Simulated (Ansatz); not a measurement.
# C4H7FO: up Jacob's ladder to CCSD(T)

How much do the methods differ for C4H7FO? The plan is to run it at one geometry with functionals of several rungs and with coupled cluster. The yardstick is the atomisation energy at the CCSD(T) limit.

Computed with Ansatz 0.2.0, Gaussian basis. Level: functionals in def2-TZVPP, the program's frozen cores in correlated methods.

Plan: LDA (SPW92), PBE-D4, revPBE-D4, BLYP-D4, r2SCAN-D4, B97M-V, PBE0-D4, B3LYP-D4, r2SCANh-D4, r2SCAN0-D4, HSE06-D4, BHLYP-D4, CAM-B3LYP-D4, LC-ωPBE, ωB97X-V, ωB97M-V, B2PLYP, PBE-QIDH; CCSD(T)/def2-SVP; CCSD(T)/def2-TZVPP; MP2/def2-QZVPP; extrapolation to the limit; RPA on PBE.

### 1 The geometry

The geometry comes from an earlier relaxation with PBE0-D4 in a triple-zeta def2 set; it is a stationary point, not always the lowest conformer.

SMILES `CC(C)(F)C=O`, 13 atoms, charge 0, spin multiplicity 1.

Atoms are counted from 1 here; the program's logs count them from 0.

Bond lengths: C1–C2 1.513 Å, C1–H7 1.091 Å, C1–H8 1.091 Å, C1–H9 1.092 Å, C2–C3 1.513 Å, C2–F4 1.395 Å, C2–C5 1.520 Å, C3–H10 1.091 Å, C3–H11 1.092 Å, C3–H12 1.091 Å, C5–O6 1.197 Å, C5–H13 1.111 Å. Angles: C2–C1–H7 109.6°, C2–C1–H8 109.8°, C2–C1–H9 110.6°, H7–C1–H8 109.3°, H7–C1–H9 108.7°, H8–C1–H9 108.8°, C1–C2–C3 113.3°, C1–C2–F4 108.4°, C1–C2–C5 110.0°, C3–C2–F4 108.4°, C3–C2–C5 110.2°, F4–C2–C5 106.3°, C2–C3–H10 109.6°, C2–C3–H11 110.6°, C2–C3–H12 109.8°, H10–C3–H11 108.7°, H10–C3–H12 109.3°, H11–C3–H12 108.8° and more.

### 2 LDA

This LDA is Slater exchange with PW92 correlation.

The input, in.yaml:

```yaml
crystal:
  periodic: [false, false, false]
  atoms:
    - {symbol: C, position_ang: [-0.507878, -1.182723, 0.568306]}
    - {symbol: C, position_ang: [-0.246376, 0.049675, -0.270208]}
    - {symbol: C, position_ang: [1.190501, 0.166620, -0.729783]}
    - {symbol: F, position_ang: [-1.066890, -0.002539, -1.397148]}
    - {symbol: C, position_ang: [-0.654398, 1.297341, 0.496070]}
    - {symbol: O, position_ang: [-0.133224, 1.642090, 1.517537]}
    - {symbol: H, position_ang: [0.066023, -1.124224, 1.493951]}
    - {symbol: H, position_ang: [-0.211480, -2.075505, 0.015169]}
    - {symbol: H, position_ang: [-1.567646, -1.259965, 0.818030]}
    - {symbol: H, position_ang: [1.842298, 0.291772, 0.135695]}
    - {symbol: H, position_ang: [1.314225, 1.028342, -1.388206]}
    - {symbol: H, position_ang: [1.479595, -0.734773, -1.272679]}
    - {symbol: H, position_ang: [-1.484254, 1.869289, 0.028267]}
basis:
  gaussian: {orbitals: def2-TZVPP}
hamiltonian: {xc: lda}
output: {orbitals: {seedname: orbitals}}
```

Further steps of the session: PBE-D4 (GGA); revPBE-D4 (GGA); BLYP-D4 (GGA); r2SCAN-D4 (meta-GGA); B97M-V (meta-GGA); PBE0-D4 (hybrid); B3LYP-D4 (hybrid); r2SCANh-D4 (hybrid); r2SCAN0-D4 (hybrid); HSE06-D4 (hybrid); BHLYP-D4 (hybrid); CAM-B3LYP-D4 (range-separated); LC-ωPBE (range-separated); ωB97X-V (range-separated); ωB97M-V (range-separated); B2PLYP (double hybrid); PBE-QIDH (double hybrid); CCSD(T) in def2-SVP; CCSD(T) in def2-TZVPP; MP2 in def2-QZVPP; RPA on PBE orbitals.

**Question.** What will the summary of the whole plan be? Wanted: atomisation energy, CCSD(T)/CBS; farthest beyond LDA; mean size of error, GGA; mean size of error, meta-GGA; mean size of error, hybrid; mean size of error, range-separated; mean size of error, double hybrid; gap, smallest and largest; T1 diagnostic.

As calculated:

| quantity | value |
| --- | --- |
| atomisation energy, CCSD(T)/CBS | 1278.4 kcal/mol |
| functionals within 6.4 kcal/mol (0.5 %) | revPBE-D4, BLYP-D4, r2SCAN-D4, B97M-V, B3LYP-D4, r2SCANh-D4, LC-ωPBE, ωB97X-V, ωB97M-V, PBE-QIDH |
| farthest beyond LDA | BHLYP-D4 (-43.3 kcal/mol) |
| mean size of error, GGA | 14.1 kcal/mol |
| mean size of error, meta-GGA | 3.7 kcal/mol |
| mean size of error, hybrid | 13.8 kcal/mol |
| mean size of error, range-separated | 4.6 kcal/mol |
| mean size of error, double hybrid | 7.5 kcal/mol |
| gap, smallest and largest | 3.63 eV (LDA (SPW92)), 11.83 eV (LC-ωPBE) |
| T1 diagnostic | 0.0128 |
| triples share of the correlation energy | 3.8 % |

**Reading.** LDA overbinds by 200.7 kcal/mol (16 %). PBE-D4 is off by +37.1 kcal/mol. Double hybrids carry the basis error of their MP2 part in triple zeta, and no dispersion term here, so their miss is partly the set-up's. The rungs meta-GGA, range-separated miss on average by less than the doubt on the reference (6.4 kcal/mol), so they tie. Misses under about 6.4 kcal/mol are within the doubt on the reference itself, which lacks core-valence correlation, relativity and higher excitations. Hartree-Fock recovers 73 % of the binding; the rest is correlation. CCSD(T) in def2-SVP is off by -50.4 kcal/mol, so the small basis spoils what the method gains. The gap grows from 3.6 to 11.8 eV across the functionals, mostly with the share of exact exchange.
